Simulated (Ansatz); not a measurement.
The input, for Ansatz 0.2.0:

```yaml
crystal:
  periodic: [false, false, false]
  atoms:
    - {symbol: Al, position_ang: [0.000000, 0.000000, 0.000000]}
    - {symbol: Al, position_ang: [0.000000, 0.000000, 7.985000]}
basis:
  gaussian: {orbitals: cc-pVDZ}
correlation: {method: fci, electrons: outside_noble_gas}
```

```sh
$ ansatz run in.yaml --threads 1 --pin off --events-out ev --progress --plain --max-ram 2393MiB
```

Log:

```
612 factors; integrals over basis functions are off by at most 5.0e-8 eV
mean field evaluation 1: about -13160.4830 eV, gradient 1.7e0 eV
mean field evaluation 2: about -13160.4829 eV, gradient 1.7e0 eV
mean field evaluation 4: about -13160.5172 eV, gradient 1.0e-1 eV
mean field evaluation 8: about -13160.5172 eV, gradient 4.5e-5 eV
mean field evaluation 16: about -13160.3483 eV, gradient 1.3e-6 eV
mean field evaluation 32: about -13160.3634 eV, gradient 1.5e-1 eV
mean field evaluation 64: about -13160.3483 eV, gradient 1.0e-2 eV
mean field evaluation 96: about -13160.3476 eV, gradient 6.0e-2 eV
mean field evaluation 128: about -13160.4252 eV, gradient 8.0e-1 eV
mean field evaluation 160: about -13160.3286 eV, gradient 1.5e-6 eV
mean field -13160.51724832 eV, -483.6400883568 hartree, gradient 1.3e-6 eV, S^2 0.000000; 18 other end points of the search recorded, 0 dependent functions left out; unrestricted orbitals would lower it
mean field evaluation 192: about -13163.4304 eV, gradient 1.6e-3 eV
determinant -13160.51724832 eV, -483.6400883568 hartree, with singles and doubles -13165.02138412 eV, -483.8056122943 hartree
determinant -13160.34831885 eV, -483.6338803132 hartree, with singles and doubles -13164.96919449 eV, -483.8036943608 hartree
determinant -13160.32863827 eV, -483.6331570652 hartree, with singles and doubles -13164.96146953 eV, -483.8034104740 hartree
determinant -13160.31495762 eV, -483.6326543108 hartree, with singles and doubles -13164.94303783 eV, -483.8027331213 hartree
determinant -13160.51724832 eV, -483.6400883568 hartree, with singles and doubles -13165.51777397 eV, -483.8238542850 hartree
determinant -13160.34831885 eV, -483.6338803132 hartree, with singles and doubles -13165.51094592 eV, -483.8236033586 hartree
determinant -13160.32863827 eV, -483.6331570652 hartree, with singles and doubles -13165.50920738 eV, -483.8235394685 hartree
determinant -13160.31495762 eV, -483.6326543108 hartree, with singles and doubles -13165.49975776 eV, -483.8231922013 hartree
unrestricted determinant -13163.43038018 eV, -483.7471439780 hartree, S^2 1.0289
10 core orbitals not correlated: weight in the atoms' cores, before any rotation towards them, 1.000 or more for the frozen orbitals, at most 0.000 for the correlated occupied ones
reference -13160.51724832 eV, -483.6400883568 hartree; 3, 3 occupied and 23, 23 virtual orbitals, 612 factors
state -13166.05093662 eV, -483.8434476509 hartree
Total energy: -13166.05093662 eV, -483.8434476509 hartree
```

Ran on 1 thread of Arm Neoverse V1, shared host: 14 s wall, 0.19 GiB peak host memory.
